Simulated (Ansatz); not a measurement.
## Low singlet and triplet states of CH$_{2}$ by full CI

```xyz
3

C     0.0000   -0.1011    0.0000
H     0.0000    0.6021   -0.8621
H     0.0000    0.6021    0.8621
```

Basis cc-pVDZ; Ansatz 0.2.0. Correlated methods freeze the noble-gas cores, which leaves 6 electrons in 23 orbitals.

Problem. From the orbital picture of this species, estimate the order, symmetries and energies of the lowest 4 singlet and 2 triplet states at this geometry (other spins aside; irreps A1, B1, B2, A2 in the program's axes; members of a degenerate level count singly).

Solution. Full CI in cc-pVDZ gives:
| 2S+1 | irrep | energy above the lowest listed (eV) |
| --- | --- | --- |
| 3 | B1 | 0.000 |
| 1 | A1 | 0.067 |
| 1 | B1 | 1.888 |
| 1 | A1 | 4.782 |
| 3 | A2 | 5.020 |
| 1 | A2 | 5.909 |

17 s on 1 thread of Arm Neoverse V1, shared host.
